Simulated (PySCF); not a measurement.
**How the functional moves excitation energies**

1,2-dimethoxyethane, C4H10O2.
Z-matrix (Å and degrees, PBE0-D3(BJ)/def2-SVP geometry), rows numbered from 1:
```
C 
O   1  1.3917
C   2  1.3940  1  113.44
C   3  1.5107  2  108.24  1  -179.73
O   4  1.3940  3  108.24  2   180.00
C   5  1.3917  4  113.44  3   179.73
H   1  1.1086  2  112.02  3    60.61
H   1  1.0991  2  108.03  3  -179.97
H   1  1.1086  2  112.04  3   -60.54
H   3  1.1096  2  111.59  1    59.99
H   3  1.1096  2  111.58  1   -59.45
H   4  1.1096  3  109.28  2   -58.30
H   4  1.1096  3  109.28  2    58.29
H   6  1.0991  5  108.03  4   179.97
H   6  1.1086  5  112.04  4    60.54
H   6  1.1086  5  112.02  4   -60.61
```

Linear-response calculations in the def2-SVPD basis (PySCF; singlets by full response, triplets Tamm–Dancoff, core orbitals frozen in the response; HF means time-dependent Hartree–Fock). 'Strongest' is the level of largest summed f among the singlets computed (10 roots, of which the last may lack a degenerate partner); it can jump between rows when another state enters that window. S1 is the lowest singlet of each run and needn't be the same state throughout; f(S1) is that of one state. The structure is a single PBE0-D3(BJ)/def2-SVP conformer in the gas phase; no vibrational or solvent corrections.

```json
{"functional": "LDA", "kind": "LDA", "S1 (eV)": "6.04", "f(S1)": "0.026", "strongest (eV)": "6.04", "T1 (eV)": "5.98", "HOMO (eV)": "-5.97", "gap (eV)": "6.03", "ionisation energy, ΔSCF (eV)": "8.89"}
{"functional": "PBE", "kind": "GGA", "S1 (eV)": "6.03", "f(S1)": "0.022", "strongest (eV)": "6.35", "T1 (eV)": "5.94", "HOMO (eV)": "-5.88", "gap (eV)": "6.01", "ionisation energy, ΔSCF (eV)": "8.77"}
{"functional": "B3LYP", "kind": "global hybrid, 20% exact exchange", "S1 (eV)": "6.81", "f(S1)": "0.048", "strongest (eV)": "8.09", "T1 (eV)": "6.67", "HOMO (eV)": "-7.24", "gap (eV)": "7.75", "ionisation energy, ΔSCF (eV)": "9.34"}
{"functional": "PBE0", "kind": "global hybrid, 25% exact exchange", "S1 (eV)": "7.07", "f(S1)": "0.053", "strongest (eV)": "8.36", "T1 (eV)": "6.89", "HOMO (eV)": "-7.47", "gap (eV)": "8.29", "ionisation energy, ΔSCF (eV)": "9.37"}
{"functional": "BHandHLYP", "kind": "global hybrid, 50% exact exchange", "S1 (eV)": "7.80", "f(S1)": "0.066", "strongest (eV)": "9.14", "T1 (eV)": "7.58", "HOMO (eV)": "-9.04", "gap (eV)": "10.32", "ionisation energy, ΔSCF (eV)": "9.89"}
{"functional": "CAM-B3LYP", "kind": "range-separated hybrid", "S1 (eV)": "7.23", "f(S1)": "0.051", "strongest (eV)": "8.58", "T1 (eV)": "7.04", "HOMO (eV)": "-8.92", "gap (eV)": "10.35", "ionisation energy, ΔSCF (eV)": "9.77"}
{"functional": "wB97X-D", "kind": "range-separated hybrid", "S1 (eV)": "7.47", "f(S1)": "0.056", "strongest (eV)": "8.83", "T1 (eV)": "7.37", "HOMO (eV)": "-9.39", "gap (eV)": "11.85", "ionisation energy, ΔSCF (eV)": "9.70"}
{"functional": "LC-wPBE", "kind": "range-separated hybrid", "S1 (eV)": "7.77", "f(S1)": "0.049", "strongest (eV)": "9.16", "T1 (eV)": "7.47", "HOMO (eV)": "-10.21", "gap (eV)": "12.71", "ionisation energy, ΔSCF (eV)": "10.11"}
```

S1 runs from 6.03 eV (PBE) to 7.80 eV (BHandHLYP), a spread of 1.77 eV, while the orbital gap spreads over 6.7 eV. Along PBE (0%), B3LYP (20%), PBE0 (25%), BHandHLYP (50%) S1 rises with the share of exact exchange. −ε(HOMO) comes closest to its own ΔSCF ionisation energy with LC-wPBE (+0.10 eV) and misses most with LDA (-2.91 eV).
